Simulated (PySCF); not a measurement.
# Orbital picture of BH⁺

PBE0 at R = 1.209 Å; PySCF, no relativity, basis sets B def2-TZVP, H def2-TZVP. State: ²Σ⁺ (doublet), unpaired electrons σ ↑. Only the outer orbitals are listed, counted within each symmetry.

```json
{"spin": "α", "orbital": "2σ", "occ.": "1", "ε (eV)": "-23.31", "on B (%)": "71", "main shells (%)": "63 B s, 29 H s"}
{"spin": "α", "orbital": "3σ", "occ.": "1", "ε (eV)": "-18.05", "on B (%)": "86", "main shells (%)": "59 B p, 28 B s, 14 H s"}
{"spin": "α", "orbital": "1π", "occ.": "0", "ε (eV)": "-11.66", "on B (%)": "99", "main shells (%)": "100 B p"}
{"spin": "α", "orbital": "1π", "occ.": "0", "ε (eV)": "-11.66", "on B (%)": "99", "main shells (%)": "100 B p"}
{"spin": "α", "orbital": "4σ", "occ.": "0", "ε (eV)": "-4.07", "on B (%)": "36", "main shells (%)": "63 H s, 27 B s"}
{"spin": "β", "orbital": "2σ", "occ.": "1", "ε (eV)": "-22.44", "on B (%)": "70", "main shells (%)": "55 B s, 29 H s, 15 B p"}
{"spin": "β", "orbital": "3σ", "occ.": "0", "ε (eV)": "-12.12", "on B (%)": "89", "main shells (%)": "44 B s, 43 B p, 11 H s"}
{"spin": "β", "orbital": "1π", "occ.": "0", "ε (eV)": "-10.69", "on B (%)": "99", "main shells (%)": "99 B p"}
{"spin": "β", "orbital": "1π", "occ.": "0", "ε (eV)": "-10.69", "on B (%)": "99", "main shells (%)": "99 B p"}
```

Problem. Which are the highest filled and the lowest empty level, where do they sit, and how wide is the gap?

Solution. Highest filled α 3σ at -18.05 eV (in %: 59 B p, 28 B s, 14 H s); lowest empty β 3σ at -12.12 eV (in %: 44 B s, 43 B p, 11 H s); the gap at PBE0 is 5.93 eV.

```
bond order (Mayer)                                                                                                : 0.89
⟨S²⟩                                                                                                              : 0.752
charge on B (Mulliken, basis-dependent)                                                                           : 0.73
charge on B (Löwdin, basis-dependent)                                                                             : 0.87
dipole moment (positive dipole points towards H; it is taken about the centre of mass and depends on that origin) : 0.39 D
polarisability along the bond                                                                                     : 10.0 bohr³
polarisability across the bond                                                                                    : 10.4 bohr³
```

The state was picked by a PBE0 search and need not be the measured ground state.
